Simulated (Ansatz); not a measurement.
# CH₂ (triplet): from Hartree-Fock to the top rungs at distance C1–H2 = 1.182 Å, cc-pVDZ

Aim: climb from Hartree-Fock through coupled cluster and multireference methods for CH₂ (triplet) at one geometry and basis, and see what each rung misses.

Program: Ansatz 0.2.0, Gaussian basis. Level of theory: cc-pVDZ, core rule «outside noble gas», up to 1 orbitals frozen. These are calculated values, not measurements.

Plan: UHF; CCSD(T) on ROHF; CCSD(T) on UHF; BCCD(T) on ROHF; CISD; CCSDT(Q) on ROHF; CCSDT(Q) on UHF; CASSCF and MRCISD+Q, 4 electrons in 4 orbitals; CASSCF and NEVPT2, 4 electrons in 4 orbitals; CASSCF and MRCISD+Q, 6 electrons in 6 orbitals; CASSCF and NEVPT2, 6 electrons in 6 orbitals; Full CI.

20 further runs of the same task are left out: 13 that didn't finish, 7 set aside as unsound or not needed.

## Step 1: The system

The geometry derives from a PBE0/def2-TZVP stationary point (not a proven minimum). One bond is set to the value named and the two fragments are kept rigid.

3 atoms, charge 0, spin multiplicity 3.

Atoms are counted from 1 here; the program's logs count them from 0.

Bond lengths: C1–H2 1.182 Å, C1–H3 1.079 Å. Angles: H2–C1–H3 134.8°.

## Step 2: UHF

Contents of in.yaml:

```yaml
crystal:
  periodic: [false, false, false]
  atoms:
    - {symbol: C, position_ang: [0.000000, -0.062412, 0.006837]}
    - {symbol: H, position_ang: [0.000000, 0.391645, -1.084472]}
    - {symbol: H, position_ang: [0.000000, 0.352056, 1.002998]}
basis:
  gaussian: {orbitals: cc-pVDZ}
magnetization: {spin_polarized: true, initial_magnetization: 2}
hamiltonian: {xc: hf}
output: {orbitals: {seedname: orbitals}}
```

On the command line:

```sh
ansatz run in.yaml --threads 1 --pin off --events-out ev --progress --plain --max-ram 2393MiB
```

The runs that follow: CCSD(T) on ROHF; CCSD(T) on UHF; BCCD(T) on ROHF; CISD; CCSDT(Q) on ROHF; CCSDT(Q) on UHF; CASSCF and MRCISD+Q, 4 electrons in 4 orbitals; CASSCF and NEVPT2, 4 electrons in 4 orbitals; CASSCF and MRCISD+Q, 6 electrons in 6 orbitals; CASSCF and NEVPT2, 6 electrons in 6 orbitals; Full CI.

**Question.** What will the summary of the whole plan be? Wanted: FCI below the RHF energy; RMP2 from FCI; UMP2 from FCI; RCCSD from FCI; RCCSD(T) from FCI; UCCSD(T) from FCI; RCCSDT(Q) from FCI; UCCSDT(Q) from FCI; NEVPT2 pair from FCI.

As calculated:

```
                         quantity                                                                                               value
         FCI below the RHF energy                                                                                          -3.3407 eV
                    RMP2 from FCI                                                                                          +646.2 meV
                    UMP2 from FCI                                                                                          +631.1 meV
                   RCCSD from FCI                                                                                           +65.6 meV
                RCCSD(T) from FCI                                                                                           +13.7 meV
                UCCSD(T) from FCI                                                                                           +12.8 meV
               RCCSDT(Q) from FCI                                                                                            +0.1 meV
               UCCSDT(Q) from FCI                                                                                            -0.7 meV
             NEVPT2 pair from FCI                                                                                          +597.4 meV
           MRCISD+Q pair from FCI                                                                                            -3.1 meV
          NEVPT2 valence from FCI                                                                                          +508.5 meV
levels within 1 kcal/mol (43 meV)  RCCSD(T), UCCSD(T), BCCD(T), RCCSDT, UCCSDT, RCCSDT(Q), UCCSDT(Q), MRCISD+Q pair, MRCISD+Q valence
                    T1 diagnostic                                                                                               0.021
   effectively unpaired electrons                                                                                                2.02
```

In words: RCCSD(T) misses by +13.7 meV, 0.4 % of the correlation energy. MRCISD+Q pair falls below full CI: the +Q correction isn't variational, and the cores differ from full CI's. One determinant dominates. Of the multireference levels listed MRCISD+Q pair comes nearest in total energy (-3.1 meV), which doesn't show that its space is the better one. These misses are within one basis, not against nature; the frozen cores of restricted and unrestricted runs differ, which can shift their rows.
